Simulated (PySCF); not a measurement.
Gas-phase reaction: 6 C3H6 (propylene) → 2 C3H3 (propargyl) + 3 C4H10 (isobutane)

Computed with PySCF (xtb for GFN2) and rigid-rotor harmonic-oscillator thermochemistry at 1 bar. The comparison is the NASA 1993 polynomial table, which mixes measured and estimated data. † marks an energy on the PBE0/def2-TZVP geometry and frequencies; other levels use their own. MP2 freezes the core. Open shells (unrestricted): C3H3 (propargyl) (multiplicity 2); the rest are closed-shell singlets. GFN2 has no spin-polarisation term. MP2 isn't extrapolated to the basis-set limit. The table's entry may be an old estimate for C3H3 (propargyl) (not checked at source). Warning, spin contamination: C3H3 (propargyl) (HF/def2-TZVP†, MP2/def2-SVP†, MP2/def2-TZVPP†).

```
level              ΔH°(298 K), kJ
-----------------  --------------
table                       168.8
GFN2-xTB                    124.1
HF/def2-TZVP†               114.7
M06-2X/def2-TZVP†           172.7
MP2/def2-SVP†          (withheld)
MP2/def2-TZVPP†        (withheld)
PBE/def2-SVP           (withheld)
r2SCAN/def2-TZVP†      (withheld)
```

Task: What belongs in the gaps?

Result: 
- MP2/def2-SVP†, ΔH°(298 K), kJ: 194.3
- MP2/def2-TZVPP†, ΔH°(298 K), kJ: 219.4
- PBE/def2-SVP, ΔH°(298 K), kJ: 163.6
- r2SCAN/def2-TZVP†, ΔH°(298 K), kJ: 129.8
